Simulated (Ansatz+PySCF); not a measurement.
# doublet C₂H₅N(+): levels of theory in one basis

```yaml
atoms:
  - { symbol: C, position_ang: [-0.0287, -0.3953, 0.7405] }
  - { symbol: N, position_ang: [-0.0368, 0.8758, 0.0098] }
  - { symbol: C, position_ang: [-0.0288, -0.3989, -0.7414] }
  - { symbol: H, position_ang: [0.8969, 1.2632, -0.0060] }
  - { symbol: H, position_ang: [-0.9515, -0.6139, 1.2783] }
  - { symbol: H, position_ang: [-0.9587, -0.6112, -1.2872] }
  - { symbol: H, position_ang: [0.8782, -0.7053, 1.2527] }
  - { symbol: H, position_ang: [0.8775, -0.7136, -1.2516] }
```

Basis set: cc-pVTZ (spherical functions). Left uncorrelated: 3 orbitals. Correlation on ROHF uses semicanonical orbitals with singles. Charge 1, multiplicity 2.

Computed with Ansatz (development build ahead of 0.2.0); each method stands on the lowest determinant of its kind that the runs found.

```json
{"method": "ROHF", "E − E(ROHF) (eV)": "0.00", "<S²> of the determinant": "0.75"}
{"method": "UHF", "E − E(ROHF) (eV)": "-0.13", "<S²> of the determinant": "0.76"}
{"method": "ROHF-MP2", "E − E(ROHF) (eV)": "-13.71", "<S²> of the determinant": "–"}
{"method": "UHF-MP2", "E − E(ROHF) (eV)": "-13.70", "<S²> of the determinant": "0.76"}
```
